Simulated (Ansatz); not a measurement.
**Molecular dynamics of AlH₇NP**

Input:

```yaml
crystal:
  periodic: [false, false, false]
  atoms:
    - { symbol: Al, position_ang: [0.163779, 0.439105, -0.115891] }
    - { symbol: H, position_ang: [-0.19094, -0.370881, 1.368672] }
    - { symbol: "N", position_ang: [1.765965, -0.081737, -0.70427] }
    - { symbol: H, position_ang: [2.511808, -0.445328, -0.125077] }
    - { symbol: H, position_ang: [2.125512, 0.16224, -1.61861] }
    - { symbol: H, position_ang: [-1.150541, 0.588, -0.974856] }
    - { symbol: P, position_ang: [0.10332, 2.477366, 1.55812] }
    - { symbol: H, position_ang: [1.481016, 2.569868, 1.21297] }
    - { symbol: H, position_ang: [-0.37014, 3.089209, 0.363832] }
    - { symbol: H, position_ang: [-0.11978, 0.681557, 1.578311] }
basis:
  gaussian: { orbitals: "6-31G*" }
hamiltonian:
  xc: r2scan
  dispersion: d4
md:
  timestep: 0.5
  n_steps: 123
  ensemble: nve
  temperature: 300.0
  initial_velocities: maxwell_boltzmann
  seed: 6013
```

Launched with:

```bash
$ ansatz run input.yaml --threads 1 --pin off --max-ram 2048MiB --backend cpu --events-out ev --progress --plain --runs-dir out
```

It starts at the highest image of a converged band. Of that band: The profile has 2 maxima (images 2, 5) with wells between them (image 3): this band takes more than one step, which may be the mechanism or a detour left from its start path. Neighbouring images differ by up to 1.3 eV, so the band resolves the path poorly. A vibrational analysis at the climbing image gives one clearly imaginary mode, 1110i cm⁻¹: a first-order saddle point.

Output, in part (step lines, the closing report, with atoms numbered from 0):

```
md step     0: t =     0.00 fs  T =   300.0 K  F+E_penalty+E_count = -17485.09362652 eV  E_kin = 0.310224 eV  conserved = -17484.78340252 eV  (27 SCF iters)
md step     1: t =     0.50 fs  T =   292.5 K  F+E_penalty+E_count = -17485.08578904 eV  E_kin = 0.302461 eV  conserved = -17484.78332765 eV  (30 SCF iters)
md step     2: t =     1.00 fs  T =   271.1 K  F+E_penalty+E_count = -17485.06346199 eV  E_kin = 0.280382 eV  conserved = -17484.78307977 eV  (30 SCF iters)
md step     3: t =     1.50 fs  T =   239.7 K  F+E_penalty+E_count = -17485.03061528 eV  E_kin = 0.247899 eV  conserved = -17484.78271595 eV  (30 SCF iters)
md step     4: t =     2.00 fs  T =   203.8 K  F+E_penalty+E_count = -17484.99302275 eV  E_kin = 0.210703 eV  conserved = -17484.78231958 eV  (30 SCF iters)
md step     5: t =     2.50 fs  T =   169.2 K  F+E_penalty+E_count = -17484.95693916 eV  E_kin = 0.174956 eV  conserved = -17484.78198300 eV  (30 SCF iters)
md step     6: t =     3.00 fs  T =   141.1 K  F+E_penalty+E_count = -17484.92766250 eV  E_kin = 0.145882 eV  conserved = -17484.78178041 eV  (29 SCF iters)
md step     7: t =     3.50 fs  T =   122.5 K  F+E_penalty+E_count = -17484.90837220 eV  E_kin = 0.126624 eV  conserved = -17484.78174813 eV  (29 SCF iters)
[... lines left out ...]
Total energy: -17486.10914048 eV, -642.6026584023 hartree
Atom 0 at     0.236869     0.790160    -0.084758 Å, force    -1.275328    -0.915165    -0.330123 eV/Å
Atom 1 at    -0.340299    -2.872309     1.788560 Å, force     0.047592     0.277052    -0.420368 eV/Å
Atom 2 at     1.654019    -0.101317    -0.572183 Å, force     0.387860    -0.299574    -0.383149 eV/Å
Atom 3 at     2.541459     0.368495    -0.424551 Å, force     0.233047    -0.523280    -0.192463 eV/Å
Atom 4 at     1.693773    -0.923965    -1.175564 Å, force     0.293892     0.441191     0.203877 eV/Å
Atom 5 at    -1.291825     0.442560    -0.388500 Å, force     0.114627    -0.323841    -0.369198 eV/Å
Atom 6 at     0.127746     2.391504     1.413478 Å, force     0.281433     1.180166     0.953160 eV/Å
Atom 7 at     1.374038     2.968508     1.075355 Å, force     0.454231     0.130145     0.245268 eV/Å
Atom 8 at    -0.435281     3.075487     0.310864 Å, force    -0.492249     0.304932    -0.123832 eV/Å
Atom 9 at    -0.406328    -3.270483     2.394829 Å, force    -0.045105    -0.271626     0.416825 eV/Å
Dipole moment:     0.465179    -0.119525    -0.380723 e Å
```

The steps, from the saved trajectory:

```csv
time (fs),T (K),potential energy less start (eV),conserved less start (meV/atom)
0,300,0.000,0.00
2,204,0.101,0.11
4,114,0.194,0.15
6,132,0.175,0.09
8,155,0.151,0.10
10,162,0.144,0.10
12,184,0.121,0.13
14,264,0.038,0.07
16,308,-0.007,0.13
18,411,-0.113,0.12
20,555,-0.263,0.06
22,639,-0.349,0.11
24,742,-0.456,0.10
26,880,-0.599,0.10
28,1013,-0.737,0.02
30,1010,-0.733,0.13
32,1051,-0.775,0.08
34,1086,-0.812,0.07
36,1053,-0.778,0.08
38,1012,-0.735,0.16
40,1081,-0.806,0.09
42,1156,-0.884,0.06
44,1151,-0.879,0.09
46,1146,-0.873,0.14
48,1202,-0.932,0.06
50,1226,-0.956,0.09
52,1239,-0.971,0.08
54,1233,-0.964,0.09
56,1209,-0.939,0.07
58,1161,-0.889,0.13
60,1209,-0.939,0.11
```

The run went to its last step. The conserved energy stayed within 0.17 meV per atom of its start (net change 0.035 meV per atom), so the integration is sound. The kinetic energy rose, since the run started high on the potential surface and went downhill. It ends in pieces (AlH5NP + H2), so much of that is their flight and rotation, not heat. A run of 0.061 ps of so small a system gives no equilibrium averages. The orbitals stay closed-shell, which can raise the energy where a bond breaks towards radicals; this wasn't checked here.

Between its relaxed ends the band would form Al1–P7, H2–H10 and break Al1–H2, P7–H10. These pairs go: Al1–P7 2.64 → 2.20 Å, H2–H10 1.08 → 0.73 Å, Al1–H2 1.73 → 4.15 Å, P7–H10 1.81 → 5.77 Å. In the last frame they stand as after the step (other bonds may differ from the relaxed reactants and products). Also parted: Al1–H10 1.73 → 4.80 Å. It ends as AlH5NP + H2. Pairs count as bonded within 1.25 times the sum of covalent radii (0.12 Å more for H–H).

Last frame:

```xyz
10
Properties=species:S:1:pos:R:3
Al 0.237 0.790 -0.085
H -0.340 -2.872 1.789
N 1.654 -0.101 -0.572
H 2.542 0.368 -0.425
H 1.694 -0.924 -1.176
H -1.292 0.443 -0.389
P 0.128 2.392 1.413
H 1.374 2.969 1.075
H -0.435 3.075 0.311
H -0.406 -3.271 2.395
```

Time of the run: 9.5 min on 1 thread of Arm Neoverse V2 (shared host), peak memory 0.12 GiB.
